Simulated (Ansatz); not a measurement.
A relaxed structure of BAs. Space group F-43m (No. 216), zinc blende type. Calculation: PBEsol (plane waves to 420 eV, PAW, scalar-relativistic; Ansatz, a quantum-chemistry and plane-wave program).

Space group F-43m (No. 216); a = b = c = 4.768 Å, α = β = γ = 90.00°

```json
[
 {"atom": "As", "site": "4c", "symmetry": "-43m", "x": "0.2500", "y": "0.2500", "z": "0.2500"},
 {"atom": "B", "site": "4a", "symmetry": "-43m", "x": "0.0000", "y": "0.0000", "z": "0.0000"}
]
```
(The calculation used a cell of 2 atoms; values per cell refer to that cell.)

For BAs, the volume per atom is 13.55 Å³ and the band gap is 1.08 eV, indirect (valence top at Γ, conduction bottom at 82 % of the way from Γ to X) (no spin-orbit coupling). The smallest direct gap is 3.25 eV at Γ. The shortest distances is As–B 2.06 Å; As–As 3.37 Å; B–B 3.37 Å. The k-mesh is 12×12×12.

No spin polarisation in the result.

Measured for BAs: a 4.777 Å (room temperature; as listed in M J Lucero, T M Henderson, G E Scuseria, Journal of Physics Condensed Matter (2012)); gap 1.82 eV (room temperature; as listed in Joon Sang Kang et al., Applied Physics Letters (2019)). Computed minus measured — a: PBEsol -0.2 %; gap: PBEsol -0.74 eV. The computed values are for a static lattice, and a measured gap can be an optical one, lowered by exciton binding.

The run could not lose the symmetry of its start; a randomly shaken copy of 2 atoms returns to this structure.

All atoms sit on sites fixed by symmetry, so only the cell could relax.
